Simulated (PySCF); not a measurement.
Where does methacrolein take a proton?

Molecule: methacrolein, `C=C(C)C=O` (C4H6O). Optimised structure (Å), atoms numbered from 1:
```
C    -0.0780    1.2992   -0.7328
C     0.0554    0.1248   -0.0987
C    -1.0054   -0.5551    0.7029
C     1.3630   -0.5656   -0.1923
O     1.6085   -1.6177    0.3420
H    -1.0090    1.8716   -0.7067
H     0.7561    1.7233   -1.3009
H    -1.2275   -1.5469    0.2792
H    -1.9309    0.0344    0.7391
H    -0.6515   -0.7357    1.7296
H     2.1318   -0.0300   -0.8079
```

Computed at ωB97X-D3(BJ)/def2-TZVP // PBE0-D3(BJ)/def2-SVP with PySCF (density fitting, grid level 2). Zero-point and thermal terms (298.15 K, 1 bar) come from unscaled PBE0-D3(BJ)/def2-SVP harmonic frequencies, with soft modes damped to free rotors in the entropy.

```
                site        product  PA / kJ/mol  GB / kJ/mol  gas share
O5 (carbonyl oxygen)  C=C(C)C=[OH+]          823          791   > 99.9 %
  C1 (alkene carbon)    C[C+](C)C=O          722          696    < 0.1 %
```

PA is −ΔH and GB is −ΔG of B + H⁺ → BH⁺ in the gas phase. Shares are Boltzmann weights among the listed products; an error of 10 kJ/mol changes a ratio about 56-fold. Sites whose products fell apart, merged with another or lost in a GFN2-xTB screen aren't listed.

Of the listed sites O5 (carbonyl oxygen) is favoured in the gas phase, 95 kJ/mol ahead of C1 in free energy.

Measured values (NIST Chemistry WebBook, evaluated or the median of agreeing entries): proton affinity (−ΔH) 809 kJ/mol (computed 823, difference 14); gas-phase basicity (−ΔG) 777 kJ/mol (computed 791, difference 15). These are compared with the most favourable site that keeps the skeleton.

Differences come from unrounded values, so a last digit can differ from that of the printed terms.
